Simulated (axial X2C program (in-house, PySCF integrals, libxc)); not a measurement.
# CH⁺ along the bond: BP86, 2c

Calculated with an in-house all-electron X2C program for linear molecules (integrals from PySCF). Two-component (2c) means X2C with spin–orbit coupling and atomic mean-field two-electron Coulomb and Gaunt terms. Basis: C dyall-v3z [7s6p2d1f], H dyall-v3z [6s2p1d] (cores contracted in-house); Gaussian nuclei, density fitting, unrestricted open shells. Masses: C 12.000 u, H 1.008 u.

State: Ω = 0 (closed shell). Dipoles are positive if H is the positive end and refer to the centre of mass.

Results along the bond:

```csv
R (Å),μ (D),HOMO (eV),LUMO (eV)
0.992,1.756,-18.61,-16.32
1.037,1.754,-18.55,-16.26
1.072,1.752,-18.50,-16.22
1.106,1.752,-18.45,-16.18
1.140,1.752,-18.39,-16.14
1.180,1.753,-18.32,-16.10
1.220,1.756,-18.24,-16.06
1.271,1.762,-18.14,-16.00
1.334,1.774,-18.00,-15.94
1.425,1.803,-17.78,-15.85
```

One determinant describes the state; a PBE0 search over occupations chose it and may have missed a lower one. Closed shells are restricted here (equal orbitals for both partners); the stretched side of such a curve lies too high.
